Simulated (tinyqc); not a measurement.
Inside a calculation. Method: geometry optimisation on the RHF/sto-3g surface (energies and gradients from PySCF), for BH2+, spin multiplicity 1. One step of it, computed by the program tinyqc.

Task: Step 3: move. Quasi-Newton step p = -H^(-1) g (the inverse Hessian comes from BFGS updates; coordinates in the order x, y, z of each atom); steps longer than 0.5 bohr are cut back.

positions after step 2 (bohr):
```
            x          y         z
1B  -0.038927   0.072465  0.292704
2H   0.029792   2.259530  0.699883
3H  -0.055115  -2.245067  0.781866
```

gradient (hartree/bohr):
```
              x            y            z
1B  -0.00131114   0.04451304  -0.03576537
2H   0.00064831  -0.00987966   0.01374670
3H   0.00066283  -0.03463338   0.02201867
```

inverse Hessian in use (bohr^2/hartree):
```
           1          2          3          4          5          6          7          8
1   1.011719   0.016463   0.185171  -0.003568   0.133296  -0.101280  -0.008151  -0.149759
2   0.016463   0.782709   0.338185  -0.002719   0.271739  -0.132420  -0.013744  -0.054447
3   0.185171   0.338185   3.900541  -0.057125   2.078774  -1.603517  -0.128046  -2.416959
4  -0.003568  -0.002719  -0.057125   1.001043  -0.042059   0.030609   0.002525   0.044778
5   0.133296   0.271739   2.078774  -0.042059   2.465895  -1.159621  -0.091237  -1.737633
6  -0.101280  -0.132420  -1.603517   0.030609  -1.159621   1.874048   0.070671   1.292041
7  -0.008151  -0.013744  -0.128046   0.002525  -0.091237   0.070671   1.005626   0.104981
8  -0.149759  -0.054447  -2.416959   0.044778  -1.737633   1.292041   0.104981   2.792081
9  -0.083891  -0.205765  -1.297024   0.026517  -0.919153   0.729469   0.057374   1.124918

           9
1  -0.083891
2  -0.205765
3  -1.297024
4   0.026517
5  -0.919153
6   0.729469
7   0.057374
8   1.124918
9   1.567555
```

Give: positions after step 3.

Result:

positions after step 3 (bohr):
```
          x        y       z
1B  -0.0323   0.0569  0.4050
2H   0.0273   2.3224  0.6397
3H  -0.0593  -2.2924  0.7298
```
